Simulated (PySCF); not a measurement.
C3HF2 (charge +1).
Z-matrix (Å and degrees, GFN2-xTB geometry), rows numbered from 1:
```
F 
C   1  1.2536
C   2  1.3887  1  149.66
C   3  1.3887  2   60.18  1  -179.99
F   4  1.2536  2  150.46  3   179.99
H   3  1.0804  2  149.91  4   179.93
```

The calculation used TDDFT B3LYP/def2-SVPD, vertical, gas phase, core orbitals frozen in the response (PySCF 2.14.0, density-fitted response routines).

Frontier orbitals with the atoms that hold most of them (Löwdin shares over 4%, at most four atoms; ? is withheld):

| orbital | ε (eV) | atoms |
| --- | --- | --- |
| LUMO+2 | -6.03 | C2 30%, C4 30%, C3 14%, F5 12% |
| LUMO+1 | -7.67 | C2 35%, C4 35%, F5 12%, F1 12% |
| LUMO | -8.42 | C3 51%, C4 17%, C2 17%, H6 6% |
| HOMO | -17.06 | ? |
| HOMO-1 | -17.26 | ? |
| HOMO-2 | -18.57 | C3 32%, F1 20%, F5 20%, C2 14% |
| HOMO-3 | -21.01 | F5 42%, F1 42%, C4 8%, C2 8% |

Task: Which atoms hold the HOMO, and with what shares?

Result: F5 (bonded to C) 21%; F1 (bonded to C) 21%; C4 (bonded to 2 C and F) 20%; C2 (bonded to 2 C and F) 20%. By element: fluorine 42%, carbon 40% or more.

Task: Which atoms hold the HOMO-1, and with what shares?

Result: C3 (bonded to 2 C and H) 27%; C2 (bonded to 2 C and F) 19%; C4 (bonded to 2 C and F) 19%; F5 (bonded to C) 17%. By element: carbon 65%, fluorine 17% or more.

Task: How does S1 compare with the orbital gap of 8.64 eV?

Result: S1 is at 7.05 eV (f = 0.0002), 1.59 eV below the gap, made of HOMO→LUMO (98%). 

Task: Give energy, strength and leading configuration of S1, S2, S3, S4, S5 and S6, and follow the Löwdin shares of the leading atoms from the occupied to the empty orbital.

Result: 
- S1 (7.05 eV, f 0.0002), HOMO→LUMO (98%): F5 21% → at most 7%, F1 21% → at most 7%, C3 at most 19% → 51%, C4 20% → 17%
- S2 (7.44 eV, f 0.0000), HOMO→LUMO+1 (95%): F5 21% → 12%, F1 21% → 12%, C2 20% → 35%, C4 20% → 35%
- S3 (8.34 eV, f 0.0000), HOMO-2→LUMO (94%): C3 32% → 51%, F1 20% → at most 7%, C4 at most 14% → 17%
- S4 (8.51 eV, f 0.139), HOMO-1→LUMO (94%): C3 27% → 51%, C2 19% → 17%, C4 19% → 17%
- S5 (8.98 eV, f 0.148), HOMO-1→LUMO+1 (89%): C3 27% → at most 7%, C2 19% → 35%, C4 19% → 35%
- S6 (9.34 eV, f 0.0018), HOMO-2→LUMO+1 (92%): C3 32% → at most 7%, F1 20% → 12%, C2 14% → 35%, C4 at most 14% → 35%

Löwdin shares depend on the basis, the more so with diffuse functions.
